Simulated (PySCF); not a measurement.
**LiMg, PBE0: how much the basis matters**

PySCF, UKS reference; doublet, unpaired electrons σ ↑; De to Li + Mg without counterpoise correction.

| basis | relativity | functions | Re (Å) | ωe (cm⁻¹) | De (eV) | μ (D) |
| --- | --- | --- | --- | --- | --- | --- |
| def2-SVP | no relativity | 27 | 3.109 | 198 | 0.29 | -1.13 |
| cc-pVDZ | no relativity | 32 | 3.087 | 201 | 0.28 | -0.88 |
| def2-SVPD | no relativity | 33 | 3.105 | 200 | 0.29 | -1.05 |
| 6-311G(d,p) | no relativity | 44 | 3.079 | 203 | 0.28 | -0.89 |

(1) How does each smaller set differ from the one with most functions, 6-311G(d,p)?

A positive dipole means Li(−)Mg(+). The bond is weak. Basis-set superposition, not corrected here, can be much of De in a small basis, most of all at correlated wavefunction levels. Functionals without a dispersion term scatter widely for such bonds, and LDA overbinds them. The state is the lowest determinant that a PBE0 search found; another state may lie lower at other levels.

## Answers

(1) def2-SVP: +3.0 pm, -2.5 % in ωe, +0.01 eV in De; cc-pVDZ: +0.8 pm, -1.0 % in ωe, +0.00 eV in De; def2-SVPD: +2.6 pm, -1.5 % in ωe, +0.01 eV in De. All at PBE0; the set with most functions is neither the basis-set limit nor always the best.
